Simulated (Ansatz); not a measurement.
H2S beside CH2F2: one fragment in the basis of the whole pair (the partner's atoms are ghosts).

The input file, in.yaml:

```yaml
crystal:
  periodic: [false, false, false]
  atoms:
    - {symbol: F, position_ang: [1.175712, 0.725117, 0.713406]}
    - {symbol: C, position_ang: [0.017409, 0.241221, 1.221689]}
    - {symbol: F, position_ang: [0.029831, -1.107089, 1.095156]}
    - {symbol: H, position_ang: [-0.030404, 0.492641, 2.284241]}
    - {symbol: H, position_ang: [-0.814784, 0.639807, 0.637087]}
basis:
  gaussian:
    orbitals: def2-SVP
    ghost_atoms:
      - {symbol: S, position_ang: [-0.581758, -0.125207, -2.353396]}
      - {symbol: H, position_ang: [-0.398610, -1.240950, -1.630051]}
      - {symbol: H, position_ang: [0.602803, 0.374460, -1.968133]}
hamiltonian: {xc: pbe, dispersion: d4}
```

Command:

```bash
ansatz run in.yaml --threads 4 --pin off --events-out ev --progress --plain --max-ram 9574MiB
```

What Ansatz 0.2.0 printed:

```
Functional definition: PBE
  name "PBE"
  cite "Perdew, Burke & Ernzerhof, Phys. Rev. Lett. 77, 3865 (1996) doi:10.1103/PhysRevLett.77.3865"
  parent pbe
  parameter kappa = 0.804
  parameter beta = 0.06672455060314922
  exchange = pbe_x(kappa = kappa, mu = beta*pi^2/3)
  correlation = pbe_c(beta = beta)
788 factors; their error is unknown
mean field evaluation 1: about -6490.1227 eV, gradient 2.7e1 eV
mean field evaluation 2: about -6489.7716 eV, gradient 3.3e1 eV
mean field evaluation 4: about -6491.5166 eV, gradient 2.0e0 eV
mean field evaluation 8: about -6491.5217 eV, gradient 1.6e-2 eV
mean field evaluation 16: about -6491.4871 eV, gradient 6.4e-6 eV
mean field -6491.48706083 eV, -238.5577493976 hartree, gradient 6.4e-6 eV, S^2 0.000000; 0 other end points of the search recorded, 0 dependent functions left out
reference -6491.48708718 eV, -238.5577503658 hartree; 13, 13 occupied and 67, 67 virtual orbitals, 788 factors
Total energy: -6491.52373590 eV, -238.5590971816 hartree
```

The lines “mean field evaluation” count trial sets of orbitals through the whole run, from several starts and some on an approximate energy, so they need not fall steadily or lie above the final value.

Hardware: 4 CPU threads of an Arm Neoverse V1, shared host. Wall time about 0.45 s.
